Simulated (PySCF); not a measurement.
System (SMILES): N (NH3).
Geometry (B3LYP-D3(BJ)/def2-TZVP, fixed):
```xyz
4

N      0.0022    -0.0038     0.1116
H     -0.0020     0.9512    -0.2281
H      0.8095    -0.4644    -0.2929
H     -0.8232    -0.4600    -0.2599
```

Basis-set convergence of the mean static polarisability at PBE0 with PySCF. All functions are spherical. Density fitting with generated auxiliary sets. No added dispersion term, no relativity. Reference: the value in d-aug-cc-pVTZ, 14.44 bohr³, itself unsure by roughly 0.4 % (its mean distance from aug-pcseg-3, aug-cc-pVQZ, aug-pcseg-2). Deviations are taken from unrounded values. Cost is core time over that of aug-cc-pVDZ, rough, on shared machines of one kind; a dash marks a row that isn't timed (too short, read off another run, short of memory, by another algorithm or on other hardware).

```tsv
basis	functions	mean static polarisability (bohr³)	minus reference (%)	cost
6-31G**	29	8.29	-42.6	-
6-311+G**	40	11.33	-21.6	0.8×
aug-cc-pVDZ	50	13.92	-3.6	1×
Sadlej pVTZ	51	14.39	-0.4	1×
d-aug-cc-pVDZ	71	14.48	0.3	2×
def2-TZVPPD	88	14.02	-2.9	2×
d-aug-cc-pVTZ	158	14.44	0.0	5×
pcseg-3	159	13.64	-5.6	4×
aug-pcseg-3	232	14.42	-0.2	9×
```
